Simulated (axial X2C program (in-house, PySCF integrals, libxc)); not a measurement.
## Worked dissociation energy of LiC⁺: PBE, scalar-relativistic

All values were computed with an axial X2C code built on PySCF integrals. Spin-free means the one-electron spin-free X2C Hamiltonian. Basis: C dyall-v4z [8s7p3d2f1g], Li dyall-v4z [10s10p5d3f] (cores contracted in-house); Gaussian nuclei, density fitting, unrestricted open shells. Masses: C 12.000 u, Li 7.016 u.

Molecular state: M_S = 1, Λ = 1 (beyond evenly filled blocks: σα, π+α).

* E(C) (2M_S = 2, M_L = 0): -37.814199 hartree
* E(Li+) (2M_S = 0, M_L = 0): -7.257459 hartree
* E(LiC⁺) at Re: -45.086430 hartree
* ωe: 318.0 cm⁻¹
* ωexe: 6.97 cm⁻¹

Work out De and D0.

De = -37.814199 + (-7.257459) − (-45.086430) = 0.01477 hartree = 0.402 eV. The zero-point energy is ωe/2 − ωexe/4 = 157 cm⁻¹ = 0.020 eV, so D0 = 0.382 eV.

One determinant describes the state; a PBE0 search over occupations chose it and may have missed a lower one. De is counted from the lowest determinant-based energies of the atoms at the same level, without counterpoise correction. Other states lie close and PBE0, whose exact exchange favours high spin, may order them wrongly; the determinant shown need not be the ground state. The nearest other spin-free determinant of the search, M_S = 0, Λ = 1, lies 0.45 eV up at the distance of the search. The functionals have no current-density term, which raises determinants with orbital currents, atoms included. The atomic limit has a lower orbital projection than the molecule and lies lower at mean-field level, so De may be about a tenth of an eV too small.

Each atomic determinant is the lowest at this level and need not be a pure term. Totals compare only within one Hamiltonian and basis.
